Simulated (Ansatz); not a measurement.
A nudged elastic band was laid between two geometries of C3H6S (10 atoms, charge 0, multiplicity 1).

Level of theory: Ansatz, RKS PBE-D4/def2-SVP.

```json
{"movable images": "7", "climbing image": "yes", "spring": "5.0 eV/Å²", "optimiser": "quadratic models (default)", "start path": "through a guess of the saddle point", "force threshold": "0.05 eV/Å", "iteration limit": "60", "end points": "relaxed"}
```

Image 0:

```xyz
10
Properties=species:S:1:pos:R:3
C -1.356 0.859 -0.525
C -0.212 0.577 0.122
C 0.754 -0.498 -0.271
S 0.860 -1.874 0.963
H -1.665 0.297 -1.423
H -2.029 1.660 -0.182
H 0.057 1.161 1.021
H 0.439 -0.994 -1.212
H 1.775 -0.097 -0.434
H 1.460 -1.143 1.944
```

Image 8:

```xyz
10
Properties=species:S:1:pos:R:3
C -1.489 1.141 -0.677
C -0.694 0.455 0.187
C 0.307 -0.522 -0.166
S 1.371 -0.996 1.044
H -1.388 1.029 -1.769
H -2.278 1.811 -0.308
H -0.846 0.619 1.272
H 0.568 -0.718 -1.217
H 1.768 -2.283 0.729
H 2.764 -0.587 0.907
```

Problem. Which bonds break or form, and what moves?

Solution. Bonds broken: C3–H9. Bonds formed: S4–H9.

Problem. What energy profile does the band end with?

Solution. The run converged. The highest image is number 3 of 0 to 8, 321.2 kJ/mol above the first end and 93.9 kJ/mol above the last; the last end lies 227.3 kJ/mol above the first. Neighbouring images differ by up to 3.0 eV, so the band resolves the path poorly. A vibrational analysis at the climbing image gives one clearly imaginary mode, 1004i cm⁻¹: a first-order saddle point. The orbitals stay closed-shell, which can raise the energy where a bond breaks towards radicals; this wasn't checked here.

| image | path coordinate (Å) | energy (kJ/mol) | C3–H9 (Å) | S4–H9 (Å) |
| --- | --- | --- | --- | --- |
| 0 | 0.00 | 0.0 | 1.11 | 2.44 |
| 1 | 1.03 | 4.8 | 1.11 | 2.42 |
| 2 | 2.06 | 33.9 | 1.11 | 2.21 |
| 3 | 3.10 | 321.2 | 1.67 | 1.46 |
| 4 | 3.52 | 293.1 | 2.00 | 1.37 |
| 5 | 3.95 | 260.4 | 2.21 | 1.36 |
| 6 | 4.38 | 239.9 | 2.32 | 1.36 |
| 7 | 4.80 | 229.7 | 2.39 | 1.37 |
| 8 | 5.23 | 227.3 | 2.46 | 1.38 |

Problem. What is the geometry of the highest image?

Solution. 
```xyz
10
Properties=species:S:1:pos:R:3
C -1.334 1.123 -0.633
C -0.653 0.330 0.243
C 0.183 -0.782 -0.093
S 1.363 -1.454 1.087
H -1.210 1.019 -1.723
H -2.056 1.871 -0.275
H -0.785 0.509 1.328
H 0.360 -1.093 -1.136
H 1.827 -1.057 -0.235
H 2.388 -0.516 1.440
```

Run time: 2.9 min on 2 threads of Intel(R) Xeon(R) CPU @ 2.80GHz (Skylake/Cascade Lake), on a shared host, peak memory 0.15 GiB.
